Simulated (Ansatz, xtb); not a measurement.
# C3H2ClN: 3 structures ranked

3 gas-phase structures of C3H2ClN, from a drawn sample of its isomers (lower ones may exist). Each was relaxed with GFN2-xTB:

A. `N#C/C=C/Cl`, a singlet
B. `C=C(Cl)C#N`, a singlet
C. `N#C/C=C\Cl`, a singlet

Make a reasoned guess at their ranking by r2SCAN-D4/def2-SVP single-point energy.

Calculated order at r2SCAN-D4/def2-SVP: C (0.000), A (0.006), B (0.165) eV. Less than 1 kcal/mol parts C and A, so the order within that pair means little.

Energies above the lowest of each column, in eV; the last columns are at PBE0-D3(BJ)/def2-SVP geometries:

```
structure  GFN2-xTB  HF/STO-3G  r2SCAN-D4/def2-SVP  PBE0-D3(BJ)/def2-SVP  CCSD(T)/def2-SVP + ΔMP2/def2-TZVPP
        C     0.035      0.018               0.000                 0.000                               0.001
        A     0.000      0.000               0.006                 0.005                               0.000
        B     0.080      0.054               0.165                 0.161                               0.121
```

Every level run on A puts it lowest or level with the lowest. CCSD(T)/def2-SVP + ΔMP2/def2-TZVPP orders those it was run on as A (0.000), C (0.001), B (0.121) eV. Less than 1 kcal/mol parts A and C, so the order within that pair means little. ΔMP2 is the change of the MP2 energy from the smaller to the larger basis.

Programs: Ansatz 0.2.0, xtb 6.7.1.
